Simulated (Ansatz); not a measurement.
**Rutile SnO2**

Computed with RPBE (Ansatz, a first-principles code, PAW).

Numerical settings: plane-wave cutoff 520 eV, 8×8×10 k mesh (along the axes of the cell as run), Fermi–Dirac smearing 0.01 eV, scalar-relativistic PAW data made under PBE.

Cell (measured lattice):

```yaml
crystal:
  lattice:
    - [4.73735, 0.00000, 0.00000]
    - [0.00000, 4.73735, 0.00000]
    - [0.00000, 0.00000, 3.18640]
  atoms:
    - { symbol: Sn, position: [0.00000, 0.00000, 0.00000] }
    - { symbol: Sn, position: [0.50000, 0.50000, 0.50000] }
    - { symbol: O, position: [0.30577, 0.30577, 0.00000] }
    - { symbol: O, position: [0.80577, 0.19423, 0.50000] }
    - { symbol: O, position: [0.19423, 0.80577, 0.50000] }
    - { symbol: O, position: [0.69423, 0.69423, 0.00000] }
```

- band gap = 1.35 eV

Measured, for comparison: band gap 3.81 eV (zero-point renormalisation of 215 meV (computed, non-adiabatic AHC, without the lattice-expansion part) added back here to the 1.8 K gap of; inputs from Miglio et al. (2020), arXiv:2011.12765).

Note: cell and atoms aren't relaxed at this level (largest force component 0.06 eV/Å, pressure 15.1 GPa).

Spin–orbit coupling is not included.

Computed values are for the static lattice.
